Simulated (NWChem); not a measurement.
ethanethiol (C₂H₆S); SMILES CCS

```xyz
9

C      0.3590    -1.6363    -0.0494
C     -0.6390    -0.4984     0.0396
S      0.1001     1.1635    -0.0599
H     -0.1581    -2.6097    -0.0422
H      1.0567    -1.6228     0.8026
H      0.9557    -1.5671    -0.9710
H     -1.3413    -0.5260    -0.8085
H     -1.2502    -0.5675     0.9528
H      0.8163     1.0856     1.0830
```
Atoms are numbered in this order, from 1.

Program: NWChem. Medium grid unless said otherwise, to which SCAN and Minnesota functionals are sensitive. All runs use the structure optimised with PBE0/def2-SVP.

**Question.** Order these by “highest occupied level (eV)”, lowest first: TPSS/def2-TZVPD; CAM-B3LYP/def2-TZVPD; B3LYP/def2-TZVPD; Hartree-Fock/def2-TZVPD.

**Answer.** Hartree-Fock/def2-TZVPD (-9.67), CAM-B3LYP/def2-TZVPD (-8.18), B3LYP/def2-TZVPD (-6.59), TPSS/def2-TZVPD (-5.68)
